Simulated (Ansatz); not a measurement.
The first iterations of a band of CH₅BO (8 atoms, charge 0, multiplicity 1).

These are results of RKS BLYP/def2-SVPD in Ansatz, not measurements.

```yaml
movable_images: 7
climbing_image: yes
spring: 5.0 eV/Å²
optimiser: lbfgs
start_path: through a guess of the saddle point
force_threshold: 0.03 eV/Å
iteration_limit: 60
end_points: relaxed
largest_step: 0.5 Å
```

Initial state:

```xyz
8
Properties=species:S:1:pos:R:3
B 0.057 0.018 -0.584
H -0.129 0.834 -1.470
O 0.538 -1.222 -0.921
H 0.694 -1.340 -1.874
C -0.231 0.343 0.926
H -0.042 -0.512 1.604
H 0.393 1.200 1.258
H -1.281 0.680 1.060
```

Final state:

```xyz
8
Properties=species:S:1:pos:R:3
B 0.280 -1.027 0.345
H 0.021 0.994 -2.591
O 0.669 -2.005 -0.269
H 0.245 0.263 -2.569
C -0.210 0.207 1.123
H -0.243 0.001 2.210
H 0.464 1.069 0.955
H -1.227 0.498 0.796
```

| iteration | highest image above the first end (eV) | largest band force component (eV/Å) |
| --- | --- | --- |
| 1 | 2.458 | 3.277 |
| 2 | 2.380 | 2.979 |
| 3 | 2.338 | 1.482 |
| 4 | 2.302 | 1.374 |
| 5 | 2.263 | 1.346 |
| 6 | 2.203 | 1.893 |
| 7 | 2.187 | 2.455 |
| 8 | 2.171 | 3.518 |
| 9 | 2.170 | 0.636 |
| 10 | 2.164 | 1.126 |
| 11 | 2.208 | 0.946 |
| 12 | 2.240 | 4.980 |
| 13 | 2.229 | 6.125 |
| 14 | 2.230 | 1.618 |
| 15 | 2.239 | 0.723 |

Question: Does the band converge within its limit, and where does its top end?

Answer: The run converged. It ended after 47 iterations with the highest image 2.291 eV above the first end. Another band between the same ends (7 images) ends at a top of the same energy, where a vibrational analysis finds 1 clearly imaginary mode. The orbitals stay closed-shell, which can raise the energy where a bond breaks towards radicals; this wasn't checked here.

The run took 2.4 min on 2 threads of AMD EPYC 9B45 (Zen 5), with other jobs on the host, peak memory 0.17 GiB.
